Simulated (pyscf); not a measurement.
Single points on ωB97X-D3(BJ)/def2-SVP structures (PySCF, gas phase).

**Question.** Estimate by transition-state theory the rate constant of •H₂C–Al(OH)–OH + methane (CH₄) -> H₃C–Al(OH)–OH + methyl (CH₃•) (doublet surface; C–H broken, C–H formed) at 900 K, with ωB97M-D3(BJ)/def2-TZVP energies (ideal gas, 1 atm, RRHO with modes under 100 cm⁻¹ raised to 100, one conformer, R ln 2 for chiral ones without a mode under 150 cm⁻¹; no tunnelling).

**Answer.** The electronic barrier is 19.5 kcal/mol and the thermal terms add +23.5, so ΔG‡ = 43.0 kcal/mol. With k_BT/h = 1.88e+13 s⁻¹ and RT = 1.788 kcal/mol, and a volume of 1.23e-19 cm³ per molecule at 1 atm, k = 8.2e-17 cm³ molecule⁻¹ s⁻¹. Wigner's tunnelling factor for 1732i cm⁻¹ would be 1.32. A shift of 1 kcal/mol in the barrier changes k by a factor 1.7. On the product side the descent ends in a complex (not fully relaxed), 6.9 kcal/mol under the separated species and 18.9 kcal/mol under the saddle at ωB97X-D3(BJ)/def2-TZVP. This is the saddle that the search found; another between the same sides may lie lower. The angle at the transferred H is 177°.
